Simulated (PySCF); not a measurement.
ozone (O3), SMILES O=[O+][O-]. The structure is a stationary point at PBE0-D3(BJ)/def2-TZVP. The molecule may have multireference character, which single-reference levels describe poorly.

These are PBE0-D3(BJ)/def2-TZVP in PySCF values and carry that method's errors.

Harmonic wavenumbers (cm⁻¹): 780, 1304, 1326. Rotational constants (GHz): 117.9, 13.97, 12.49; symmetry number 2.

### Question
Work out the zero-point energy and the ideal-gas rigid-rotor harmonic-oscillator thermochemistry at 298.15 K and 1 atm.

### Answer
ZPE = ½ Σ hcν = ½ × 3410 cm⁻¹ = 4.87 kcal/mol. H − E(el) = 7.31 kcal/mol. Entropy in cal/(mol K): translation 37.53, rotation 18.91, vibration 0.28, total 56.71. G − E(el) = -9.60 kcal/mol. Cp = 8.92 cal/(mol K).
